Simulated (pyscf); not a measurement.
One addition across a multiple bond or ene-type step on the singlet surface with elements of a group swapped. CCSD(T)/def2-TZVPP + ΔMP2(QZVPP), kcal/mol, from the separated reactants. Structures and frequencies: ωB97X-D3(BJ)/def2-SVP in PySCF. MP2 and CC: frozen core, UHF for open shells. ΔMP2 is the change of the MP2 total energy from the triple- to the quadruple-zeta basis.

```csv
step,barrier,reaction energy,imaginary mode (i cm⁻¹)
`[O]=[B][Cl]` + `[ClH]` -> `[OH][B]([Cl])[Cl]`,___,___,1237
`[O]=[B][F]` + `[FH]` → `[OH][B]([F])[F]`,6.8,-59.8,842
```

Q: What belongs in the gaps?

A: 
- `[O]=[B][Cl]` + `[ClH]` -> `[OH][B]([Cl])[Cl]`, barrier: 15.7
- `[O]=[B][Cl]` + `[ClH]` -> `[OH][B]([Cl])[Cl]`, reaction energy: -38.7

Row 1: On the reactant side the descent ends in a complex, 4.6 kcal/mol under the separated species and 17.9 kcal/mol under the saddle at ωB97X-D3(BJ)/def2-TZVP. Row 2: On the reactant side the descent ends in a complex, 6.1 kcal/mol under the separated species and 9.7 kcal/mol under the saddle at ωB97X-D3(BJ)/def2-TZVP. Each row is the saddle that its search found. The CCSD(T) − MP2 part came from Ansatz, without density fitting, on the same reference.
